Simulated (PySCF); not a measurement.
**CFCl3: calculation against experiment**

**The experiment to reproduce.**

From NIST CCCBDB Release 22 (SRD 101), experimental dipoles, for the gas: dipole moment (microwave Stark effect, vibrational ground state) 0.46 ± 0.02 D.

The runs below try to reproduce these values; the comparison stands at the end.

Species: CFCl3.
Atom-mapped SMILES: `[F:1][C:2]([Cl:3])([Cl:4])[Cl:5]`

Geometry (GFN2-xTB, Å), atoms numbered from 1 in this order:
```xyz
5
CCl3F angstrom
F      0.060   -0.141    1.396
C      0.005   -0.006    0.067
Cl    -0.458    1.661   -0.313
Cl     1.603   -0.371   -0.604
Cl    -1.201   -1.140   -0.563
```

The PySCF runs (gas phase, on this GFN2-xTB geometry; no spin–orbit coupling):

```csv
level,job,basis functions,wall time
B97-2/aug-pcSseg-1,shieldings,151,7.5 s
BHandHLYP/aug-pcSseg-1,shieldings,151,7.3 s
CAM-B3LYP/aug-pcSseg-1,shieldings,151,9.3 s
HCTH407/aug-pcSseg-1,shieldings,151,9.0 s
HSE06/aug-pcSseg-1,shieldings,151,13 s
LC-wPBE/aug-pcSseg-1,shieldings,151,11 s
OLYP/aug-pcSseg-1,shieldings,151,9.1 s
WP04/aug-pcSseg-1,shieldings,151,6.7 s
mPW1PW91/aug-pcSseg-1,shieldings,151,7.1 s
revPBE/aug-pcSseg-1,shieldings,151,8.7 s
wB97X-D/aug-pcSseg-1,shieldings,151,8.6 s
wB97X/aug-pcSseg-1,shieldings,151,9.1 s
```

Hardware: an Intel Xeon at 2.30 GHz with one thread, no GPU, on a shared host.

## Comparison

**Dipole moment.** Measured: 0.46 D (NIST CCCBDB Release 22 (SRD 101), experimental dipoles).

| level | computed (D) | computed − measured (D) | % (from the printed values) |
| --- | --- | --- | --- |
| B97-2/aug-pcSseg-1 | 0.34 | -0.12 | -26 |
| BHandHLYP/aug-pcSseg-1 | 0.44 | -0.02 | -4 |
| CAM-B3LYP/aug-pcSseg-1 | 0.40 | -0.06 | -13 |
| HCTH407/aug-pcSseg-1 | 0.28 | -0.18 | -39 |
| HSE06/aug-pcSseg-1 | 0.35 | -0.11 | -24 |
| LC-wPBE/aug-pcSseg-1 | 0.36 | -0.10 | -22 |
| OLYP/aug-pcSseg-1 | 0.27 | -0.19 | -41 |
| WP04/aug-pcSseg-1 | 0.46 | 0.00 | 0 |
| mPW1PW91/aug-pcSseg-1 | 0.36 | -0.10 | -22 |
| revPBE/aug-pcSseg-1 | 0.26 | -0.20 | -43 |
| wB97X-D/aug-pcSseg-1 | 0.35 | -0.11 | -24 |
| wB97X/aug-pcSseg-1 | 0.35 | -0.11 | -24 |

Closest is WP04/aug-pcSseg-1 (0.00 D), furthest revPBE/aug-pcSseg-1 (-0.20 D); one molecule doesn't rank methods. The computed dipoles belong to one fixed geometry; measured ones are averaged over vibrations unless marked μe. Magnitudes are compared, not signs.

The geometry is computed, not the measured one. Where a level misses, the cause wasn't examined.
